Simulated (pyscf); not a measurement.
Single points on ωB97X-D3(BJ)/def2-SVP structures (PySCF, gas phase).

SMILES: [O]=[Mo](=[O])([Cl])[Cl]
```xyz
5

O      1.7684    -0.5882    -1.1041
Mo     0.3315    -0.0531    -0.4888
O      0.0936     1.4577    -1.1134
Cl    -1.3323    -1.4174    -1.1595
Cl     0.4717     0.0717     1.7571
```
Charge 0, spin multiplicity 1.

Problem. What is the homolytic dissociation enthalpy (298 K, ωB97M-D3(BJ)/def2-TZVP) of the Cl–Mo bond of O=Mo(=O)(Cl)–Cl, to [O=Mo(=O)–Cl]• + Cl•?

Solution. Cl–Mo to [O=Mo(=O)–Cl]• + Cl•: 94.9 kcal/mol. The 7 functionals that were run give +92.5 (M06-2X) to +103.3 kcal/mol (PBE). The radicals are drawn with the spin at the cut bond; how far it spreads was not checked. Other isomers of [O=Mo(=O)–Cl]• were not searched in full and may lie lower. Left out: the spin-orbit lowering of Cl. Open-shell species with a d-block atom are single-reference here; other states, and whether the spin sits on metal or ligand, were not checked. Elements past Kr carry the def2 core potentials, without spin-orbit coupling.
